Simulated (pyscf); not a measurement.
H₂Si=AsH + water (H₂O) → HO–SiH=AsH + hydrogen (H₂), a four-centre exchange (singlet surface; H–Si, H–O broken, O–Si, H–H formed). Optimised with ωB97X-D3(BJ)/def2-SVP in PySCF. Energies in kcal/mol from the separated reactants.

Small-basis levels: PySCF, no dispersion term, spherical d functions. 

Task: Quick BP86/6-31G*+LANL2DZ single points give ΔE‡ = 15.2 kcal/mol and ΔE = -17.5 kcal/mol. What does ωB97M-D3(BJ)/def2-TZVP give, and how far is the quick result from it?

Result: ωB97M-D3(BJ)/def2-TZVP gives ΔE‡ = 17.7 kcal/mol and ΔE = -18.3 kcal/mol. BP86/6-31G*+LANL2DZ lies 2.4 kcal/mol under it in the barrier and 0.8 kcal/mol over it in the reaction energy, so on this step it holds to within 3.0 kcal/mol. ωB97M-D3(BJ)/def2-TZVP has limits of its own. On the reactant side the descent ends in an adduct with a O–Si contact, 10.3 kcal/mol under the separated species and 29.0 kcal/mol under the saddle at ωB97X-D3(BJ)/def2-TZVP. What is counted as formed (O–Si) is already present as a longer contact in the reactant adduct; forming that adduct is a step of its own. The same reactants have a lower exit, to HO–SiH₂–AsH₂ (barrier -6.3 kcal/mol at ωB97M-D3(BJ)/def2-TZVP, against +17.7 kcal/mol here). This is the saddle that the search found; another between the same sides may lie lower. In the def2 sets elements up to Kr have no core potential.
